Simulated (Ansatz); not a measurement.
A nudged elastic band was laid between two geometries of BClFH + H (5 atoms, charge 0, multiplicity 2).

Theory: Ansatz, UKS B3LYP/def2-SVP.

| Item | Value |
| --- | --- |
| movable images | 7 |
| climbing image | yes |
| spring | 5.0 eV/Å² |
| optimiser | quadratic models (default) |
| start path | through a guess of the saddle point |
| force threshold | 0.05 eV/Å |
| iteration limit | 60 |
| end points | relaxed |

Initial state:

```xyz
5
Properties=species:S:1:pos:R:3
B 0.046 0.000 -0.268
F 0.092 0.000 1.046
Cl 1.549 0.000 -1.170
H -1.013 0.000 -0.832
H -0.093 0.000 4.058
```

Final state:

```xyz
5
Properties=species:S:1:pos:R:3
B 0.047 -0.360 -0.063
F 0.011 0.679 2.247
Cl 1.539 -0.064 -0.864
H -1.038 -0.031 -0.462
H 0.021 -0.223 1.976
```

**Question.** Which bonds break or form, and what moves?

**Answer.** Bonds broken: B1–F2. Bonds formed: F2–H5. BClFH + H becomes BClH + FH.

**Question.** Give the energies along the band, and the barrier.

**Answer.** The run converged. The highest image is number 5 of 0 to 8, 1.97 eV above the first end and 0.57 eV above the last; the last end lies 1.40 eV above the first. Neighbouring images differ by up to 1.9 eV, so the band resolves the path poorly. A vibrational analysis at the climbing image gives one clearly imaginary mode, 1644i cm⁻¹: a first-order saddle point.

```json
{"image": "0", "path coordinate (Å)": "0.00", "energy (eV)": "0.00", "B1–F2 (Å)": "1.31", "F2–H5 (Å)": "3.02"}
{"image": "1", "path coordinate (Å)": "0.73", "energy (eV)": "0.00", "B1–F2 (Å)": "1.32", "F2–H5 (Å)": "3.05"}
{"image": "2", "path coordinate (Å)": "1.45", "energy (eV)": "0.00", "B1–F2 (Å)": "1.31", "F2–H5 (Å)": "3.17"}
{"image": "3", "path coordinate (Å)": "2.18", "energy (eV)": "0.01", "B1–F2 (Å)": "1.31", "F2–H5 (Å)": "2.85"}
{"image": "4", "path coordinate (Å)": "2.90", "energy (eV)": "0.12", "B1–F2 (Å)": "1.32", "F2–H5 (Å)": "2.09"}
{"image": "5", "path coordinate (Å)": "3.63", "energy (eV)": "1.97", "B1–F2 (Å)": "1.52", "F2–H5 (Å)": "1.09"}
{"image": "6", "path coordinate (Å)": "4.39", "energy (eV)": "1.46", "B1–F2 (Å)": "2.13", "F2–H5 (Å)": "0.93"}
{"image": "7", "path coordinate (Å)": "5.14", "energy (eV)": "1.45", "B1–F2 (Å)": "2.24", "F2–H5 (Å)": "0.93"}
{"image": "8", "path coordinate (Å)": "5.90", "energy (eV)": "1.40", "B1–F2 (Å)": "2.53", "F2–H5 (Å)": "0.94"}
```

**Question.** What is the geometry of the highest image?

**Answer.** 
```xyz
5
Properties=species:S:1:pos:R:3
B -0.059 -0.274 0.018
F -0.089 -0.401 1.536
Cl 1.575 0.015 -0.576
H -1.021 0.294 -0.415
H 0.175 0.366 2.271
```

The band took 34 iterations and about 8 core-minutes.

Time of the run: 7.8 min on 1 thread of Arm Neoverse V1 (shared host), peak memory 0.14 GiB.
